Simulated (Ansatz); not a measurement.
# ClH2OSi radical: small, medium and large basis sets

One table from this session's results is given with a row withheld; the runs are named, their logs left out.

Program: Ansatz 0.2.0, Gaussian basis. Level of theory: one geometry, several basis sets. These are calculated values, not measurements.

The runs, in order: PBE0-D4/def2-SVP; ωB97M-V/def2-SVP; PBE0-D4/def2-QZVPP; ωB97M-V/def2-QZVPP; CCSD(T)/cc-pV(D+d)Z; CCSD(T)/cc-pV(T+d)Z; CCSD(T)/cc-pV(Q+d)Z; the functionals' def2-TZVPP values are taken from earlier runs.

## Structure used throughout

All runs share one geometry, relaxed beforehand with PBE0-D4 in a triple-zeta def2 set.

5 atoms, charge 0, spin multiplicity 2.

Atoms are counted from 1 here; the program's logs count them from 0.

Bond lengths: O1–Si2 1.639 Å, O1–H4 0.959 Å, Si2–Cl3 2.065 Å, Si2–H5 1.488 Å. Angles: Si2–O1–H4 118.3°, O1–Si2–Cl3 111.1°, O1–Si2–H5 105.3°, Cl3–Si2–H5 108.3°.

Set-up of the first run:

Input file in.yaml:

```yaml
crystal:
  periodic: [false, false, false]
  atoms:
    - {symbol: O, position_ang: [-0.806120, -0.432037, -0.746534]}
    - {symbol: Si, position_ang: [-0.092285, 0.479808, 0.414012]}
    - {symbol: Cl, position_ang: [1.606550, -0.440829, 1.143627]}
    - {symbol: H, position_ang: [-1.024141, -1.343225, -0.540045]}
    - {symbol: H, position_ang: [0.315996, 1.736283, -0.271051]}
basis:
  gaussian: {orbitals: def2-SVP}
magnetization: {spin_polarized: true, initial_magnetization: 1}
hamiltonian: {xc: pbe0, dispersion: d4}
output: {orbitals: {seedname: orbitals}}
```

The run is started by

```console
> ansatz run in.yaml --threads 2 --pin off --events-out ev --progress --plain --max-ram 32768MiB --backend cpu
```

Steps of the session up to this table: PBE0-D4 in def2-SVP; ωB97M-V in def2-SVP; PBE0-D4 in def2-QZVPP; ωB97M-V in def2-QZVPP.

One table of the session follows, with a row left open; its other results are not shown here.

It belongs to the step «Functionals by basis». 

| functional | basis | HOMO (eV) | LUMO (eV) |
| --- | --- | --- | --- |
| PBE0-D4 | def2-SVP | ? | ? |
| PBE0-D4 | def2-TZVPP | -6.28 | -2.46 |
| PBE0-D4 | def2-QZVPP | -6.32 | -2.52 |
| ωB97M-V | def2-SVP | -7.89 | -0.71 |
| ωB97M-V | def2-TZVPP | -8.05 | -0.85 |
| ωB97M-V | def2-QZVPP | -8.11 | -0.95 |

Q: Estimate the row for PBE0-D4, def2-SVP from the others.

**Answer.** HOMO (eV): -6.14; LUMO (eV): -2.40. In the column «HOMO (eV)» it is the highest.
